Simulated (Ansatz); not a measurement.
The first iterations of a band of AlFH3Si (6 atoms, charge 0, multiplicity 2).

Level of theory: UKS r2SCAN/def2-SVP in Ansatz 0.2.0.

```
movable images  : 6
climbing image  : no
spring          : 5.0 eV/Å²
optimiser       : quadratic models (default)
start path      : through a guess of the saddle point
force threshold : 0.05 eV/Å
iteration limit : 60
end points      : relaxed
```

Image 0:

```xyz
6
Properties=species:S:1:pos:R:3
F -1.951 -1.378 0.162
Si -0.369 -1.047 -0.077
Al 0.481 1.153 0.068
H 0.310 -2.348 -0.359
H 2.042 1.277 -0.191
H -0.512 2.343 0.397
```

Image 7:

```xyz
6
Properties=species:S:1:pos:R:3
F -1.128 -1.487 -1.029
Si 0.056 -0.636 -0.281
Al -0.834 1.547 0.474
H 0.558 -1.477 0.855
H 1.184 -0.491 -1.260
H 0.164 2.545 1.241
```

| iteration | highest image above the first end (eV) | largest band force component (eV/Å) |
| --- | --- | --- |
| 1 | 2.505 | 3.432 |
| 2 | 1.590 | 1.642 |
| 3 | 1.323 | 0.941 |
| 4 | 0.958 | 1.232 |
| 5 | 0.856 | 1.159 |

Question: Does the band converge within its limit, and where does its top end?

Answer: The forces met the threshold. It ended after 17 iterations with the highest image 0.690 eV above the first end. The profile has 2 maxima (images 2, 6) with wells between them (image 4): this band takes more than one step, which may be the mechanism or a detour left from its start path. No image climbed, so the highest image needn't sit at the top of the path.

The run took 3 min on 2 threads of AMD EPYC 9R14 (Zen 4), on a shared host, peak memory 0.2 GiB.
